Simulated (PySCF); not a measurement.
SiH4, SMILES [SiH4].

The structure is a stationary point at ωB97X-D3(BJ)/def2-TZVPD. The isomer is the one that the SMILES or the coordinates give; other isomers of the formula were not compared.

Lowest vertical singlet excitation by several levels in PySCF, with rough processor times relative to the cheapest run on one machine. Each run also gave further roots (ADC and EOM-CCSD ionised and attached states too); roots are paired by order and the bases differ. EOM-CCSD serves as a yardstick, not as the true value; all levels that ended soundly for this molecule are listed, with differences from unrounded values.

| level | relative cost |
|---|---|
| TDA-PBE/def2-TZVPD | 1 |
| TDA-B3LYP/def2-TZVPD | 1 |
| ADC(2)/aug-cc-pVDZ | 2 |
| TDA-ωB97X/def2-TZVPD | 2 |
| EOM-CCSD/aug-cc-pVDZ | 2 |

Q: Give S1 at each level and its distance from EOM-CCSD. (Estimate from the structure and the level; the computed values follow.)

A: 
```
level                 S1 (eV)  S1 minus EOM-CCSD (eV)
--------------------  -------  ----------------------
TDA-PBE/def2-TZVPD       8.46                   -0.90
TDA-B3LYP/def2-TZVPD     8.88                   -0.47
ADC(2)/aug-cc-pVDZ       9.49                    0.14
TDA-ωB97X/def2-TZVPD     9.27                   -0.08
EOM-CCSD/aug-cc-pVDZ     9.35                    0.00
```
